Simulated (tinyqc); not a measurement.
Inside a calculation. Method: Pariser-Parr-Pople SCF with singles CI, for the molecule C=CC=C (SMILES; centres numbered as the heavy atoms are written). One step of it, computed by the program tinyqc.

Question. Iteration 1: Fock matrix. F_rr = H_rr + P_rr gamma_rr / 2 + sum_(s != r) P_ss gamma_rs; F_rs = H_rs - P_rs gamma_rs / 2; E = tr P (H + F) / 2 + core repulsion sum_(r<s) z_r z_s gamma_rs.

P at the start, lower triangle:
```
           1C         2C        3C        4C
1C   0.635787
2C   0.850709   1.364213
3C  -0.149166   0.348414  1.364213
4C  -0.348414  -0.149166  0.850709  0.635787
```

core matrix H (eV), lower triangle:
```
            1C          2C          3C          4C
1C  -23.257317
2C   -2.390000  -25.722843
3C    0.000000   -2.390000  -25.722843
4C    0.000000    0.000000   -2.390000  -23.257317
```

repulsion gamma_rs (eV), lower triangle:
```
           1C         2C         3C         4C
1C  11.130000
2C   5.344246  11.130000
3C   3.872270   5.346327  11.130000
4C   2.880801   3.872270   5.344246  11.130000
```

Centres (angstrom, eV; a flat drawing with bonds scaled to 1.40 angstrom):
```
centre          x          y  core charge z          W   gamma_rr
1C      -1.848000  -0.127000              1  11.160000  11.130000
2C      -0.559000   0.421000              1  11.160000  11.130000
3C       0.559000  -0.421000              1  11.160000  11.130000
4C       1.848000   0.127000              1  11.160000  11.130000
```

Give: F; pi energy.

Answer.

F (eV), lower triangle:
```
         1C       2C       3C       4C
1C  -5.3143
2C  -4.6632  -4.9777
3C   0.2888  -3.3214  -4.9777
4C   0.5019   0.2888  -4.6632  -5.3143
```

pi energy = -47.6388 eV
